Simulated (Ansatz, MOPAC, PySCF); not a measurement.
Process, species as SMILES: C(#N)C [acetonitrile] + 4 [H][H] (H2) -> 2 C (CH4) + N (NH3)

Wanted: energy of full hydrogenation (enthalpy at 298 K), in kcal/mol. Set-up: PM7 with its own dispersion and hydrogen-bond terms; no spin-orbit coupling; dispersion terms only where a functional's name holds one; non-relativistic; six Cartesian d functions in 6-31G* and its kin unless marked 5d. Ab initio and DFT rows: single points at B3LYP-D3(BJ) geometries (Ansatz, a first-principles code), with unscaled harmonic terms from B3LYP/6-31G* at its own minima. Semi-empirical rows: MOPAC heats of formation at their own minima for 298 K.

```tsv
species	coefficient	E at B3LYP/6-31G* (Ansatz), Eh	E at M06-2X/def2-TZVPD (PySCF), Eh	H(298 K) - E, kcal/mol	heat of formation at PM7 (MOPAC), kcal/mol
CC#N	-1	-132.75458	-132.74720	31.48	18.21
[H][H] (H2)	-4	-1.17549	-1.16852	8.44	-32.01
C (CH4)	+2	-40.51834	-40.50048	30.76	-14.40
N (NH3)	+1	-56.54778	-56.55130	24.05	-4.26
```

Measured values: Active Thermochemical Tables 1.112 (ions: stationary electron), as tabulated in the package chemicals; G2/97 table in ASE (Curtiss et al.); they hold spin-orbit and core effects, anharmonicity.  Value to compare with, the measured value: -64.5 kcal/mol. 1 Eh = 627.5095 kcal/mol.

### Question
Work the quantity out at each level, and compare with the measured value.

### Answer

- B3LYP/6-31G*: the sum of coefficient times E is -0.12792 Eh, or -80.27 kcal/mol; the thermal terms add 20.33. Result: -59.9 kcal/mol. Its error against the measured value is 4.6 kcal/mol.
- M06-2X/def2-TZVPD: the sum of coefficient times E is -0.13098 Eh, or -82.19 kcal/mol; the thermal terms add 20.33. Result: -61.9 kcal/mol. Its error against the measured value is 2.6 kcal/mol.
- PM7: the sum of coefficient times heat of formation is 76.77 kcal/mol; it needs no thermal term. Its error against the measured value is 141.3 kcal/mol.
